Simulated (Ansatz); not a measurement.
The first iterations of a band of C$_{3}$H$_{2}$O$_{2}$ (7 atoms, charge 0, multiplicity 1).

Computed with RKS r2SCAN-D4/def2-SVP (Ansatz 0.2.0).

| Item | Value |
| --- | --- |
| movable images | 9 |
| climbing image | yes |
| spring | 5.0 eV/Å² |
| optimiser | quadratic models (default) |
| start path | IDPP |
| force threshold | 0.03 eV/Å |
| iteration limit | 60 |
| end points | relaxed |

Initial state:

```xyz
7
Properties=species:S:1:pos:R:3
C -0.663 0.289 1.783
C -0.285 0.039 0.656
C 0.112 -0.336 -0.687
O -0.296 -1.314 -1.267
O 0.992 0.537 -1.209
H -0.996 0.513 2.780
H 1.198 0.206 -2.102
```

Final state:

```xyz
7
Properties=species:S:1:pos:R:3
C -0.535 0.342 1.600
C -0.268 -0.059 0.483
C 0.025 -0.573 -0.850
O -0.463 -1.572 -1.303
O 0.902 0.174 -1.550
H -0.779 0.685 2.589
H 1.179 0.935 -1.015
```

| iteration | highest image above the first end (eV) | largest band force component (eV/Å) |
| --- | --- | --- |
| 1 | 0.909 | 3.045 |
| 2 | 0.637 | 2.113 |
| 3 | 0.571 | 0.762 |
| 4 | 0.562 | 0.617 |

Question: Does the band converge within its limit, and where does its top end?

Answer: The forces met the threshold. It ended after 12 iterations with the highest image 0.553 eV above the first end. A vibrational analysis at the climbing image gives one clearly imaginary mode, 606i cm⁻¹: a first-order saddle point.

Run time: 95 s on 2 threads of Intel(R) Xeon(R) 6975P-C (Granite Rapids) (shared host), peak memory 0.16 GiB.
